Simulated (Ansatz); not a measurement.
C2H6FNO (`COC(N)F`) at its PBE0-D4/def2-TZVP geometry, where that method's forces vanish. The species carries charge 0 and has multiplicity 1.

```tsv
atom	x (Å)	y (Å)	z (Å)
C1	-1.078	-1.050	0.745
O2	-0.543	0.236	0.514
C3	0.411	0.279	-0.458
N4	0.763	1.616	-0.675
F5	1.513	-0.502	-0.037
H6	-1.489	-1.473	-0.180
H7	-0.322	-1.729	1.146
H8	-1.881	-0.929	1.469
H9	0.088	-0.204	-1.390
H10	1.524	1.693	-1.334
H11	1.014	2.064	0.198
```

Question: For each bond, give half the difference of the two atoms' forces along it (eV/Å; positive pushes the atoms apart) under PBE-D4, r2SCAN-D4, B3LYP-D4, ωB97M-V in def2-TZVPP. (Best estimate.)

Answer: Computed: 
```
  bond  length (Å)  PBE-D4  r2SCAN-D4  B3LYP-D4  ωB97M-V
 C1–O2       1.412    0.25       0.28      0.26     0.23
 C1–H6       1.097    0.09      -0.06     -0.07    -0.10
 C1–H7       1.093    0.08      -0.07     -0.09    -0.11
 C1–H8       1.089    0.07      -0.06     -0.13    -0.10
 O2–C3       1.363    0.30       0.16      0.13     0.12
 C3–N4       1.400    0.01       0.04      0.08     0.18
 C3–F5       1.414    0.61       0.36      0.38     0.10
 C3–H9       1.098    0.02      -0.14     -0.20    -0.22
N4–H10       1.010    0.20       0.00     -0.06    -0.07
N4–H11       1.012    0.22       0.00     -0.03    -0.07
```

B3LYP here is the variant with VWN-RPA as its local correlation; programs differ in this.
